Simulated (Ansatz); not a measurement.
**[H···H···SiH], doublet: transfer scan**

Starting geometry:

```xyz
4

H    -2.6481    0.0479    0.0000
H    -1.9031    0.0479    0.0000
Si    0.1439    0.0479    0.0000
H     0.5404   -1.4316    0.0000
```

From there H2 is moved from one fragment to the other while all else, the fragments' distance too, stays fixed; atoms are numbered as listed. Energies are in kcal/mol, counted from the starting geometry at the same level.

Basis cc-pVTZ; Ansatz 0.2.0. Correlated methods freeze the noble-gas cores. Prefix R: restricted or restricted open-shell reference; prefix U: unrestricted. Active spaces: valence = (7e, 7o) chosen from the atoms' valence shells.

Unrestricted rows (U) aren't spin-pure: their determinants' ⟨S²⟩ exceeds S(S+1) by up to 0.22, so they mix in states of higher spin. Coupled cluster chose its determinant by trial CCSD, here up to 0.21 eV above the lowest Hartree–Fock solution of its kind. Runs in a small pair space aren't shown, since their orbitals change along the scan. The reference follows the lowest state, whose symmetry changes along the scan.

Full CI isn't at hand for all of this; UCCSDT(Q) serves as the reference, and is uncertain by about the last step of the cluster series. The frozen core follows each run's orbitals, which can shift R against U totals by a few meV.

```json
{"distance H1-H2 (Å)": "0.745", "CASSCF (valence space)": "0.0"}
{"distance H1-H2 (Å)": "0.832", "CASSCF (valence space)": "2.9"}
{"distance H1-H2 (Å)": "1.005", "CASSCF (valence space)": "17.1"}
{"distance H1-H2 (Å)": "1.179", "CASSCF (valence space)": "27.8"}
{"distance H1-H2 (Å)": "1.352", "CASSCF (valence space)": "30.7"}
```

Task: Estimate the UCCSDT(Q) curve in cc-pVTZ from this one, knowing how CASSCF (valence space) errs.

Result: The computed UCCSDT(Q) values, in kcal/mol from the starting point, and the error of CASSCF (valence space) against them:
```
distance H1-H2 (Å)  UCCSDT(Q)  CASSCF (valence space) less UCCSDT(Q)
             0.745        0.0                                    0.0
             0.832        3.0                                    0.0
             1.005       16.8                                    0.3
             1.179       28.9                                   -1.1
             1.352       34.0                                   -3.2
```

The error spans 3.5 kcal/mol and is largest, -3.2 kcal/mol, at 1.352 Å.
